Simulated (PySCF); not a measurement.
# Electric field gradients and quadrupole coupling constants

Species: N-methyl propargyl amine, C4H7N.
Cartesian coordinates in Å at the PBE0-D3(BJ)/def2-SVP level; atoms count from 1:
```
atom  x, y, z in Å
C1     2.8032   -0.0038    0.9275
C2     1.6001    0.0366    0.8001
C3     0.1508    0.1196    0.6469
N4    -0.2544    0.1664   -0.7388
C5    -1.6750    0.3169   -0.9136
H6     3.8703   -0.0504    1.0417
H7    -0.2125    0.9871    1.2472
H8    -0.3051   -0.7714    1.1175
H9     0.2548    0.9016   -1.2220
H10   -1.9154    0.3863   -1.9846
H11   -2.1148    1.2042   -0.4050
H12   -2.1980   -0.5711   -0.5205
```

Field gradients from the PBE0/pcSseg-1 density (PySCF, non-relativistic), principal values in atomic units, ordered |Vxx| ≤ |Vyy| ≤ |Vzz|:

| atom | Vxx | Vyy | Vzz |
| --- | --- | --- | --- |
| N4 | 0.5564 | 0.7494 | -1.3057 |

**Question.** Find the asymmetry η = (Vxx − Vyy)/Vzz and the couplings χ = eQV/h (234.96 MHz × Q in barn × V in au), with Q(14N) = 0.02044 b.

**Answer.** 
```csv
atom,environment,nucleus,η,χzz (MHz),χxx (MHz),χyy (MHz)
N4,secondary amine nitrogen,14N,0.15,-6.27,2.67,3.60
```

The tensor is traceless: Vxx + Vyy + Vzz = 0.

**Question.** What is Vzz at N4 in SI units (1 au = 9.71736 × 10²¹ V/m²)?

**Answer.** -1.3057 au = -12.688 × 10²¹ V/m².

**Question.** And the gradient at the other heavy atoms, for which no coupling is worked out here?

**Answer.** 
```
atom                   environment  Vzz (au)     η
  C1        terminal alkyne carbon    -0.257  0.33
  C2                 alkyne carbon    -0.289  0.10
  C3  sp3 carbon bound to nitrogen    -0.157  0.98
  C5               N-methyl carbon     0.194  0.18
```

Were the hydrogens deuterons (Q(2H) = 0.00286 b), χzz would run from 173 kHz (H7) to 260 kHz (H9).

The structure is a single PBE0-D3(BJ)/def2-SVP conformer in the gas phase; no vibrational or solvent corrections. The basis is small and wasn't made for field gradients, so the couplings can be 20 % off.

The run behind these numbers computed NMR shieldings as well. The run took 6.5 s on an x86-64 server with one thread, on a shared host.
